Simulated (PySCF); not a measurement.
# Vibration and rotation of NaAl⁺

UHF-CCSD(T) constants of NaAl⁺, ²Σ⁺ (doublet), unpaired electrons σ ↑ (PySCF, no relativity, basis sets Na cc-pVDZ, Al cc-pV(D+d)Z; masses 22.9898 and 26.9815 u):

| Property | Result |
| --- | --- |
| ωe | 138.4 cm⁻¹ |
| ωexe | 0.631 cm⁻¹ |
| Be | 0.11564 cm⁻¹ |
| αe | 0.000906 cm⁻¹ |
| D (centrifugal) | 3.23e-07 cm⁻¹ |
| De to Na⁺ + Al | 0.82 eV |

(1) Give the vibrational terms G(v) and spacings up to v = 6.

(2) How well does the Morse estimate ωe²/(4ωexe) reproduce De, and what is D0?

Correlated steps freeze 6 core orbitals. Correlated levels converge slowly with the basis: in double zeta they bind strong bonds too weakly, by up to about 1 eV, and carry superposition errors of some tenths. For an ion De counts to the pair picked by the measured ionisation energies or electron affinities, which need not be the lowest pair at this level. The state was picked by a PBE0 search and need not be the measured ground state.

Results:

(1) G(v) = ωe(v+½) − ωexe(v+½)².

| v | G(v) (cm⁻¹) | G(v) − G(v−1) | Bv (cm⁻¹) |
| --- | --- | --- | --- |
| 0 | 69.0 |  | 0.1152 |
| 1 | 206.2 | 137.1 | 0.1143 |
| 2 | 342.1 | 135.9 | 0.1134 |
| 3 | 476.7 | 134.6 | 0.1125 |
| 4 | 610.0 | 133.4 | 0.1116 |
| 5 | 742.1 | 132.1 | 0.1107 |
| 6 | 872.9 | 130.8 | 0.1098 |

(2) It gives 0.94 eV, 115 % of the computed De. D0 = De − G(0) = 0.82 − 0.01 = 0.81 eV.
